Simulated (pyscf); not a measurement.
Optimised with ωB97X-D3(BJ)/def2-SVP in PySCF.

What is the homolytic dissociation enthalpy (298 K, ωB97M-D3(BJ)/def2-TZVP) of the H–Mo bond of O=MoH(=O)–Cl (SMILES [O]=[MoH](=[O])[Cl]), to [O=Mo(=O)–Cl]• + H•?

H–Mo to [O=Mo(=O)–Cl]• + H•: 69.3 kcal/mol. The 7 functionals that were run give +65.1 (M06-2X) to +71.1 kcal/mol (B3LYP-D3(BJ)). The radicals are drawn with the spin at the cut bond; how far it spreads was not checked. Other isomers of [O=Mo(=O)–Cl]• were not searched in full and may lie lower. Open-shell species with a d-block atom are single-reference here; other states, and whether the spin sits on metal or ligand, were not checked. Elements past Kr carry the def2 core potentials, without spin-orbit coupling.
